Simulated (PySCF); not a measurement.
# norflurane (C₂H₂F₄): electronic excitations and core binding energies

Aim: predict the electronic excitations and core binding energies of norflurane (C₂H₂F₄) (`FCC(F)(F)F`).

Programs: PySCF 2.14.0, with density-fitted response routines of our own. Each step states its level of theory. These are calculated values for one molecule in the gas phase, unless marked as measured. Atoms are numbered from 0 throughout.

### Step 1. The starting structure

8 atoms, charge 0, multiplicity 1; geometry from: GFN2-xTB.

Bonds of the start (Å): F0–C1 1.36, C1–C2 1.53, C2–F3 1.33, C2–F4 1.33, C2–F5 1.34, C1–H6 1.10, C1–H7 1.10.

### Step 2. Ultraviolet spectrum: B3LYP/def2-SVPD

Job settings and geometry (Å):

```
{"job": {"kind": "uv", "xc": "B3LYP", "basis": "def2-SVPD", "nstates": 8, "ntriplets": 3}, "charge": 0, "multiplicity": 1}
F      1.260688    -1.258495     0.012078
C      0.802673     0.019982     0.010256
C     -0.727633     0.031751    -0.014975
F     -1.264392    -0.567147     1.048058
F     -1.228410    -0.555179    -1.102007
F     -1.165252     1.300797    -0.014807
H      1.180779     0.522644    -0.886089
H      1.150603     0.515060     0.922921
```

Method: TDDFT B3LYP/def2-SVPD, vertical, gas phase, core orbitals frozen in the response.

Standard output:

```text
coarse grid: 7760 points
cycle   1  E = -476.2562427817  dE =  8.597e-01  |g| = 9.152e-01  |ddm| = 3.270e+00
cycle   2  E = -476.0424200470  dE =  2.138e-01  |g| = 1.498e+00  |ddm| = 1.691e+00
cycle   3  E = -476.3984590091  dE = -3.560e-01  |g| = 5.765e-02  |ddm| = 1.027e+00
cycle   4  E = -476.3987722569  dE = -3.132e-04  |g| = 3.956e-02  |ddm| = 7.795e-02
cycle   5  E = -476.3990322171  dE = -2.600e-04  |g| = 9.092e-03  |ddm| = 3.385e-02
cycle   6  E = -476.3990438195  dE = -1.160e-05  |g| = 2.407e-03  |ddm| = 7.076e-03
cycle   7  E = -476.3990448997  dE = -1.080e-06  |g| = 3.336e-04  |ddm| = 2.291e-03
final grid: 79576 points
cycle   8  E = -476.4573060517  dE = -2.631e-05  |g| = 5.286e-03  |ddm| = 4.803e-02
cycle   9  E = -476.4573005154  dE =  5.536e-06  |g| = 7.906e-03  |ddm| = 9.640e-03
cycle  10  E = -476.4573109248  dE = -1.041e-05  |g| = 4.532e-04  |ddm| = 5.350e-03
cycle  11  E = -476.4573109629  dE = -3.811e-08  |g| = 1.368e-04  |ddm| = 5.374e-04
cycle  12  E = -476.4573109661  dE = -3.191e-09  |g| = 4.301e-05  |ddm| = 1.240e-04
cycle  13  E = -476.4573109663  dE = -2.555e-10  |g| = 1.438e-05  |ddm| = 3.919e-05
converged SCF energy = -476.4573109663

Static polarisability (au): isotropic 30.435, principal 29.442 30.345 31.516

Singlet excitations
state   eV       nm        f      main configurations
  1   9.4925    130.6   0.01343   H->L 0.89, H->L+1 0.10
  2   9.5663    129.6   0.00916   H-1->L 0.87, H-1->L+1 0.12
  3  10.0723    123.1   0.01631   H->L+1 0.88, H->L 0.10
  4  10.2082    121.5   0.02139   H-1->L+1 0.84, H-1->L 0.12
  5  10.9454    113.3   0.03452   H->L+3 0.95
  6  11.0206    112.5   0.01004   H->L+2 0.87, H-1->L+3 0.11
  7  11.0913    111.8   0.00682   H-2->L 0.96
  8  11.2216    110.5   0.00664   H-1->L+2 0.95

Triplet excitations (Tamm-Dancoff, eV): 9.0620 9.1666 9.7740
```

Run time: 18 s. Hardware: 1 thread, shared host.

Frontier orbitals and where they lie:

```csv
orbital,eV,atoms
HOMO−3,-12.38,"F3 44 %, F4 37 %, F5 9 %"
HOMO−2,-11.86,"F5 34 %, F3 33 %, F4 33 %"
HOMO−1,-10.65,"F0 53 %, C1 22 %, H6 10 %"
HOMO,-10.47,"F0 36 %, C1 19 %, C2 13 %"
LUMO,0.20,"C1 34 %, H6 13 %, H7 13 %"
LUMO+1,0.74,"F5 24 %, F0 14 %, H7 12 %"
LUMO+2,1.48,"F3 18 %, F4 18 %, F5 13 %"
```

With each of the 8 states as a Gaussian band of 0.4 eV half-width at 1/e, the curve within the window shown has maxima at 123 nm (ε 1,600), 113 nm (ε 2,300) L/(mol cm). Beyond the last state computed it falls off for lack of states. The curve at chosen wavelengths:

(nm, ε (L/mol/cm)): (108, 500), (109, 860), (110, 1305), (112, 2101), (113, 2254), (114, 2188), (115, 1953), (117, 1396), (118, 1259), (119, 1257), (120, 1351), (122, 1572), (123, 1600), (124, 1558), (125, 1470), (127, 1279), (128, 1210), (129, 1154), (130, 1095), (132, 916), (133, 789), (134, 648), (135, 507), (137, 268), (138, 181), (139, 117)

Ground-state properties from the same run:

```csv
property,computed
dipole moment (D),2.07
polarisability (Å³),4.51
HOMO–LUMO gap (eV),10.66
−ε(HOMO) (eV),10.47
```

### Step 3. X-ray photoelectron lines: SCAN, X2C

The job, as its differences from that of step 2:

```diff
@@ -1,2 +1,2 @@
-{"job": {"kind": "uv", "xc": "B3LYP", "basis": "def2-SVPD", "nstates": 8, "ntriplets": 3}, "charge": 0, "multiplicity": 1}
+{"job": {"kind": "xps"}, "charge": 0, "multiplicity": 1}
 F      1.260688    -1.258495     0.012078
```

With the program's defaults for keys left out, this is: delta-SCF UKS SCAN, pcX-2 on the ionised atom, pcseg-1 elsewhere, spin-free X2C.

Standard output:

```text
ground state, core basis on atom 0 (F), 125 functions
  cycle   1  E = -476.87530842  |g| = 9.19e-01
  cycle   2  E = -476.57799798  |g| = 1.68e+00
  cycle   3  E = -477.00679720  |g| = 8.09e-02
  cycle   4  E = -477.00750113  |g| = 5.81e-02
  cycle   5  E = -477.00805522  |g| = 1.26e-02
  cycle   6  E = -477.00807663  |g| = 4.88e-03
  cycle   7  E = -477.00807940  |g| = 1.17e-03
  cycle   8  E = -477.00808126  |g| = 6.57e-04
  cycle   9  E = -477.00808195  |g| = 6.98e-05
  E(ground) = -477.00001972 Eh
hole in F 1s of atom 0
  cycle   1  E = -450.63170030  |g| = 2.58e+00
  cycle   2  E = -450.46663947  |g| = 2.19e+00
  cycle   3  E = -451.42505209  |g| = 5.08e-01
  cycle   4  E = -451.44632739  |g| = 4.34e-01
  cycle   5  E = -451.50652601  |g| = 6.08e-02
  cycle   6  E = -451.50758213  |g| = 2.31e-02
  cycle   7  E = -451.50777274  |g| = 6.31e-03
  cycle   8  E = -451.50778409  |g| = 2.63e-03
  cycle   9  E = -451.50778812  |g| = 6.25e-04
  cycle  10  E = -451.50778675  |g| = 1.81e-04
  E(ion) = -451.50659657 Eh   <S^2> = 0.7569   hole on atom = 1.000   binding energy = 693.711 eV
ground state, core basis on atom 1 (C), 125 functions
  cycle   1  E = -476.96692464  |g| = 8.68e-02
  cycle   2  E = -476.96566226  |g| = 1.12e-01
  cycle   3  E = -476.96752606  |g| = 2.12e-02
  cycle   4  E = -476.96759227  |g| = 6.51e-03
  cycle   5  E = -476.96760020  |g| = 1.11e-03
  cycle   6  E = -476.96760074  |g| = 2.70e-04
  E(ground) = -476.95759151 Eh
hole in C 1s of atom 1
  cycle   1  E = -465.60287464  |g| = 1.50e+00
  cycle   2  E = -464.68770431  |g| = 2.05e+00
  cycle   3  E = -466.04717256  |g| = 5.27e-01
  cycle   4  E = -466.11096318  |g| = 2.88e-01
  cycle   5  E = -466.13719250  |g| = 4.81e-02
  cycle   6  E = -466.13792027  |g| = 1.92e-02
  cycle   7  E = -466.13803331  |g| = 1.03e-02
  cycle   8  E = -466.13806998  |g| = 3.93e-03
  cycle   9  E = -466.13807795  |g| = 1.20e-03
  cycle  10  E = -466.13807973  |g| = 9.08e-04
  cycle  11  E = -466.13807974  |g| = 3.07e-04
  E(ion) = -466.13015549 Eh   <S^2> = 0.7714   hole on atom = 1.000   binding energy = 294.630 eV
ground state, core basis on atom 2 (C), 125 functions
  cycle   1  E = -476.97588996  |g| = 6.29e-02
  cycle   2  E = -476.97581902  |g| = 3.61e-02
  cycle   3  E = -476.97589818  |g| = 2.99e-02
  cycle   4  E = -476.97604436  |g| = 3.78e-03
  cycle   5  E = -476.97604717  |g| = 7.83e-04
  cycle   6  E = -476.97604711  |g| = 2.96e-04
  E(ground) = -476.96535287 Eh
hole in C 1s of atom 2
  cycle   1  E = -465.46760172  |g| = 1.50e+00
  cycle   2  E = -462.54788326  |g| = 3.03e+00
  cycle   3  E = -465.81491914  |g| = 7.08e-01
  cycle   4  E = -465.92670955  |g| = 4.47e-01
  cycle   5  E = -465.98515408  |g| = 1.26e-01
  cycle   6  E = -465.98949516  |g| = 5.62e-02
  cycle   7  E = -465.99046701  |g| = 1.78e-02
  cycle   8  E = -465.99057874  |g| = 4.14e-03
  cycle   9  E = -465.99058874  |g| = 1.18e-03
  cycle  10  E = -465.99059036  |g| = 5.98e-04
  cycle  11  E = -465.99059125  |g| = 3.47e-04
  E(ion) = -465.98273546 Eh   <S^2> = 0.7704   hole on atom = 1.000   binding energy = 298.852 eV
ground state, core basis on atom 3 (F), 125 functions
  cycle   1  E = -477.00697659  |g| = 1.19e-01
  cycle   2  E = -477.00656740  |g| = 6.80e-02
  cycle   3  E = -477.00661172  |g| = 6.61e-02
  cycle   4  E = -477.00719706  |g| = 3.44e-03
  cycle   5  E = -477.00720021  |g| = 9.31e-04
  cycle   6  E = -477.00719937  |g| = 2.23e-04
  E(ground) = -476.99886897 Eh
hole in F 1s of atom 3
  cycle   1  E = -450.60466419  |g| = 2.58e+00
  cycle   2  E = -450.38391163  |g| = 2.23e+00
  cycle   3  E = -451.36952307  |g| = 5.87e-01
  cycle   4  E = -451.42051465  |g| = 4.32e-01
  cycle   5  E = -451.47951742  |g| = 4.13e-02
  cycle   6  E = -451.47999214  |g| = 1.93e-02
  cycle   7  E = -451.48015876  |g| = 5.40e-03
  cycle   8  E = -451.48016599  |g| = 2.94e-03
  cycle   9  E = -451.48016950  |g| = 7.48e-04
  cycle  10  E = -451.48017019  |g| = 3.54e-04
  E(ion) = -451.47892573 Eh   <S^2> = 0.7571   hole on atom = 1.000   binding energy = 694.433 eV
```

Run time: 30 s. Hardware: 1 thread, shared host.

The holes in one table. −ε is the ground-state orbital energy:

```csv
hole,stands for,environment,ΔSCF (eV),−ε (eV),⟨S²⟩
F1s on F0,F0,fluorine on an sp3 carbon,693.71,667.3,0.757
C1s on C1,C1,sp3 CH2 bonded to F,294.63,276.9,0.771
C1s on C2,C2,CF3 carbon,298.85,280.8,0.770
F1s on F3,"F3, F4, F5",fluorine of a CF3 group,694.43,668.1,0.757
```

Each hole run stands for the others of its class of like atoms.

### Step 4. What came out

| quantity | value |
| --- | --- |
| lowest singlet (B3LYP/def2-SVPD) | 9.49 eV (131 nm), f = 0.013 |
| brightest single state of those computed | state 5, 10.95 eV, f = 0.035 |
| lowest triplet | 9.06 eV |
| F1s binding energies, SCAN/pcX-2 | F3 694.43, F0 693.71 eV |
| C1s binding energies, SCAN/pcX-2 | C2 298.85, C1 294.63 eV |

**Reading.** The first singlet state (HOMO→LUMO 0.89, HOMO→LUMO+1 0.10) lies at 9.49 eV and is weak; of the 8 states computed, the strongest absorption comes from state 5 at 10.95 eV. The lowest triplet lies 0.43 eV below the lowest singlet (triplets in Tamm-Dancoff, singlets in full TDDFT). States above −ε(HOMO) lie where TDDFT describes them poorly and they hang on the basis; the brightest is among them. The F1s levels kept as sound span 0.72 eV, from F0 (fluorine on an sp3 carbon) up to F3 (fluorine of a CF3 group). C2 (CF3 carbon) binds its C1s electron 4.22 eV more tightly than C1 (sp3 CH2 bonded to F).
